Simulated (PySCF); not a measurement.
**ClFH₂O, a complex of two parts: interaction energy**

The task here is to estimate one member of a computed series from the others.

Computed with PySCF 2.14.0; each step states its level. No surroundings beyond the atoms listed, unless a continuum is named. Atoms count from 0, parts from 1.

## Starting point

5 atoms, charge 0, multiplicity 1; geometry: GFN2-xTB. Parts: 1 = atoms 0–1, `FCl`, charge 0; 2 = atoms 2–4, `O`, charge 0.

The first run:

The job: settings as JSON, then the geometry in Å.

```
{"job": {"xc": "PBE0", "basis": "def2-SVPD", "d3": "d3bj", "grid": 2, "kind": "geom", "shake": 0.01}, "charge": 0, "multiplicity": 1, "parts": [{"atoms": "0-1", "charge": 0, "multiplicity": 1}, {"atoms": "2-4", "charge": 0, "multiplicity": 1}]}
Cl     0.854543     0.411583    -0.471380
F     -0.580490    -0.253204     0.226866
O      2.725658     1.251875    -1.499731
H      3.488602     0.636356    -1.301218
H      2.586831     1.230059    -2.450507
```

The run is started by

```
$ OMP_NUM_THREADS=1 python cluster_run.py task.json out
```

The driver reads the jobs from task.json and runs them one after another.

Among the steps run: Geometry optimisation at PBE0-D3(BJ)/def2-SVPD; Coupled-cluster interaction energy: CCSD(T) and MP2.

One table of the session follows, with a row left open; its other results are not shown here.

It belongs to the step «Coupled-cluster interaction energy: CCSD(T) and MP2». 

```
                 method  interaction energy (kcal/mol)
         HF/aug-cc-pVDZ                          -2.06
        MP2/aug-cc-pVDZ                          -4.39
       CCSD/aug-cc-pVDZ                          -3.11
    CCSD(T)/aug-cc-pVDZ                          -3.62
         HF/aug-cc-pVTZ                          -1.91
        MP2/aug-cc-pVTZ                              ?
    SCS-MP2/aug-cc-pVTZ                          -4.05
      MP2, extrapolated                          -5.63
CCSD(T), limit estimate                          -4.87
```

Estimate the missing values for MP2/aug-cc-pVTZ.

As computed: interaction energy (kcal/mol): -5.22. In the column «interaction energy (kcal/mol)» it lies between MP2, extrapolated (-5.63) and CCSD(T), limit estimate (-4.87).

To keep in mind: The interaction energy leaves out the deformation of the parts, 0.44 kcal/mol (MP2); added to the CCSD(T) estimate it gives a binding of about -4.42 kcal/mol.
